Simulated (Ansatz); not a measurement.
Cartesian coordinates in Å:
```
C -0.355 0.141 -1.801
C -0.547 -0.017 -0.496
C 0.477 0.004 0.535
C 0.220 -0.160 1.830
Cl 2.113 0.258 0.018
H 0.633 0.305 -2.214
H -1.190 0.109 -2.490
H -1.550 -0.180 -0.112
H -0.802 -0.319 2.153
H 1.000 -0.141 2.578
```

The species carries charge 0 and has multiplicity 1.

Q: List the PBE/def2-TZVPP orbital energies in eV (Ansatz). (Estimate.)

A: Computed: Occupied: -2739.17, -270.83, -269.48, -269.19, -269.10, -249.72, -190.49, -190.21, -190.20, -22.11, -19.50, -18.44, -15.29, -13.40, -12.00, -11.75, -10.19, -9.76, -9.49, -8.84, -7.49, -7.27, -6.03. Lowest empty: -2.15, -0.12, 0.35, 1.11, 1.67, 1.88, 2.72, 3.08.
